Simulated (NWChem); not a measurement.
water (H$_{2}$O); SMILES O

```xyz
3

O      0.0000     0.0000     0.1333
H      0.7542     0.0000    -0.4650
H     -0.7542     0.0000    -0.4650
```
Atoms are numbered in this order, from 1.

Program: NWChem. Geometry optimised at PBE0/def2-SVP; all other runs use it. 

```tsv
quantity	level	value
vertical ionisation energy, ΔSCF (eV)	PBE/def2-SVP	12.37
dipole in solution (D) in n-hexane	PBE0/def2-SVP, SMD	(withheld)
vertical, lowest state with f > 0.02, singlet (eV)	B3LYP/def2-SVPD, TDA	(withheld)
anisotropy (bohr³), static	B3LYP/def2-SVPD	(withheld)
dipole (D)	PBE0/def2-SVP	2.03
highest harmonic frequency (cm⁻¹)	PBE0/def2-SVP	3967
```

### Question
Some entries are withheld; supply them.

### Answer

- dipole in solution (D) in n-hexane, value: 2.10
- vertical, lowest state with f > 0.02, singlet (eV), value: 7.39
- anisotropy (bohr³), static, value: 0.8
